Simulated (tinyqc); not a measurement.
UHF in the sto-3g basis, for CH2, spin multiplicity 3, step by step. One step of it, computed by the program tinyqc.

Problem. Iteration 46 (converged): orbitals. Diagonalise F' = X^T F X, C = X C', fill 5 alpha and 3 beta electrons from the bottom; D(s) = C_occ C_occ^T. Each column has its largest component positive (the first on a tie).

converged F(alpha) (hartree), lower triangle:
```
,1C 1s,1C 2s,1C 2px,1C 2py,1C 2pz,2H 1s,3H 1s
1C 1s,-10.998324
1C 2s,-2.976772,-1.526158
1C 2px,0.000000,0.000000,-0.355080
1C 2py,0.000000,0.000000,0.000000,-0.148530
1C 2pz,-0.003130,0.067918,0.000000,0.000000,-0.237234
2H 1s,-0.326548,-0.429357,0.000000,-0.287259,-0.201260,-0.223272
3H 1s,-0.326548,-0.429357,0.000000,0.287259,-0.201260,-0.070469,-0.223272
```

converged F(beta) (hartree), lower triangle:
```
,1C 1s,1C 2s,1C 2px,1C 2py,1C 2pz,2H 1s,3H 1s
1C 1s,-10.940938
1C 2s,-2.925535,-1.120439
1C 2px,0.000000,0.000000,0.390517
1C 2py,0.000000,0.000000,0.000000,0.043071
1C 2pz,-0.002921,-0.175537,0.000000,0.000000,0.306409
2H 1s,-0.317784,-0.412980,0.000000,-0.273852,-0.147780,-0.252857
3H 1s,-0.317784,-0.412980,0.000000,0.273852,-0.147780,-0.051108,-0.252857
```

X, lower triangle:
```
,1C 1s,1C 2s,1C 2px,1C 2py,1C 2pz,2H 1s,3H 1s
1C 1s,1.025705
1C 2s,-0.139659,1.107601
1C 2px,0.000000,0.000000,1.000000
1C 2py,0.000000,0.000000,0.000000,1.065987
1C 2pz,-0.005991,0.048037,0.000000,0.000000,1.027681
2H 1s,0.018443,-0.174779,0.000000,-0.157965,-0.101168,1.087222
3H 1s,0.018443,-0.174779,0.000000,0.157965,-0.101168,-0.010160,1.087222
```

Give: F' = X^T F X; orbital energies; coefficients C; F' = X^T F X; orbital energies; coefficients C; D(alpha) after iteration 46; D(beta) after iteration 46.

Solution.

F' = X^T F X (alpha) (hartree), lower triangle:
```
,1,2,3,4,5,6,7
1,-10.768
2,-1.548,-0.870
3,0.000,0.000,-0.355
4,0.000,0.000,0.000,0.017
5,-0.035,0.173,0.000,0.000,-0.161
6,0.000,-0.266,0.000,-0.299,-0.209,-0.005
7,0.000,-0.266,0.000,0.299,-0.209,-0.013,-0.005
```

orbital energies (alpha) (hartree): MO1 -11.005, MO2 -0.811, MO3 -0.410, MO4 -0.377, MO5 -0.355, MO6 0.376, MO7 0.435

coefficients C (alpha):
```
,MO1,MO2,MO3,MO4,MO5,MO6,MO7
1C 1s,0.993,-0.259,0.000,0.055,0.000,0.129,0.000
1C 2s,0.028,0.915,0.000,-0.276,0.000,-0.629,0.000
1C 2px,0.000,0.000,0.000,0.000,1.000,0.000,0.000
1C 2py,0.000,0.000,0.591,0.000,0.000,0.000,0.915
1C 2pz,0.002,-0.079,0.000,0.782,0.000,-0.679,0.000
2H 1s,-0.004,0.154,0.441,0.337,0.000,0.696,-0.658
3H 1s,-0.004,0.154,-0.441,0.337,0.000,0.696,0.658
```

F' = X^T F X (beta) (hartree), lower triangle:
```
,1,2,3,4,5,6,7
1,-10.715
2,-1.558,-0.426
3,0.000,0.000,0.391
4,0.000,0.000,0.000,0.223
5,-0.003,-0.081,0.000,0.000,0.368
6,0.004,-0.290,0.000,-0.306,-0.161,-0.049
7,0.004,-0.290,0.000,0.306,-0.161,0.002,-0.049
```

orbital energies (beta) (hartree): MO1 -10.946, MO2 -0.580, MO3 -0.368, MO4 0.219, MO5 0.391, MO6 0.488, MO7 0.541

coefficients C (beta):
```
,MO1,MO2,MO3,MO4,MO5,MO6,MO7
1C 1s,0.994,-0.198,0.000,-0.196,0.000,-0.077,0.000
1C 2s,0.023,0.664,0.000,0.841,0.000,0.400,0.000
1C 2px,0.000,0.000,0.000,0.000,1.000,0.000,0.000
1C 2py,0.000,0.000,0.450,0.000,0.000,0.000,0.992
1C 2pz,0.002,0.165,0.000,-0.412,0.000,0.939,0.000
2H 1s,-0.004,0.344,0.533,-0.491,0.000,-0.512,-0.586
3H 1s,-0.004,0.344,-0.533,-0.491,0.000,-0.512,0.586
```

D(alpha) after iteration 46, lower triangle:
```
,1C 1s,1C 2s,1C 2px,1C 2py,1C 2pz,2H 1s,3H 1s
1C 1s,1.056
1C 2s,-0.224,0.914
1C 2px,0.000,0.000,1.000
1C 2py,0.000,0.000,0.000,0.349
1C 2pz,0.065,-0.288,0.000,0.000,0.618
2H 1s,-0.026,0.048,0.000,0.260,0.251,0.331
3H 1s,-0.026,0.048,0.000,-0.260,0.251,-0.057,0.331
```

D(beta) after iteration 46, lower triangle:
```
,1C 1s,1C 2s,1C 2px,1C 2py,1C 2pz,2H 1s,3H 1s
1C 1s,1.028
1C 2s,-0.109,0.442
1C 2px,0.000,0.000,0.000
1C 2py,0.000,0.000,0.000,0.202
1C 2pz,-0.031,0.110,0.000,0.000,0.027
2H 1s,-0.072,0.228,0.000,0.240,0.057,0.402
3H 1s,-0.072,0.228,0.000,-0.240,0.057,-0.165,0.402
```
